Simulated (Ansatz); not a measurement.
A nudged elastic band was laid between two geometries of CH4NSi (7 atoms, charge 0, multiplicity 2).

Theory: UKS B3LYP/def2-SVP (Ansatz).

```
movable images  : 5
climbing image  : yes
spring          : 5.0 eV/Å²
optimiser       : quadratic models (default)
start path      : IDPP
force threshold : 0.05 eV/Å
iteration limit : 60
end points      : relaxed
```

Initial state:

```xyz
7
Properties=species:S:1:pos:R:3
N -1.019 0.436 -0.388
C 0.150 0.116 0.196
Si 1.141 -1.404 -0.268
H -1.404 -0.158 -1.119
H -1.556 1.259 -0.138
H 0.447 0.843 0.965
H 2.240 -1.092 0.753
```

Final state:

```xyz
7
Properties=species:S:1:pos:R:3
N -1.018 0.436 -0.388
C 0.151 0.116 0.196
Si 1.141 -1.405 -0.269
H -1.556 1.260 -0.138
H -1.404 -0.158 -1.118
H 0.447 0.843 0.965
H 2.240 -1.092 0.753
```

(1) Which bonds break or form, and what moves?

(2) What energy profile does the band end with?

(3) What is the geometry of the highest image?

(4) What are the harmonic wavenumbers there?

Results:

(1) No bond is made or broken. The dihedral H4–N1–C2–Si3 goes from 0 to 180°. The two ends are copies of one structure, up to a mirror image or an exchange of like atoms.

(2) The forces met the threshold. The highest image is number 3 of 0 to 6, 1.09 eV above the ends, which have the same energy within 2 meV. A vibrational analysis at the climbing image gives one clearly imaginary mode, 856i cm⁻¹: a first-order saddle point.

| image | path coordinate (Å) | energy (eV) | dihedral H4–N1–C2–Si3 (°) |
| --- | --- | --- | --- |
| 0 | 0.00 | 0.00 | 0 |
| 1 | 0.57 | 0.17 | -21 |
| 2 | 1.15 | 0.66 | -48 |
| 3 | 1.72 | 1.09 | -65 |
| 4 | 2.29 | 0.66 | -90 |
| 5 | 2.86 | 0.17 | -132 |
| 6 | 3.42 | 0.00 | 180 |

(3) 
```xyz
7
Properties=species:S:1:pos:R:3:forces:R:3
N -0.855 0.762 -0.678 -0.03 0.01 -0.02
C 0.166 0.157 0.072 0.02 -0.02 0.04
Si 0.562 -1.449 0.634 0.00 0.03 -0.01
H -0.907 0.460 -1.650 0.00 0.00 0.01
H -1.783 0.712 -0.260 0.03 -0.01 0.00
H 0.971 0.826 0.452 -0.01 -0.01 -0.01
H 1.846 -1.469 1.431 -0.01 0.00 0.00
```

(4) 856i, 283, 334, 461, 569, 678, 801, 1144, 1215, 1311, 1599, 2095, 2954, 3500, 3576 cm⁻¹.

Run time: 2.9 min on 1 thread of Arm Neoverse V1 (shared host), peak memory 0.16 GiB.
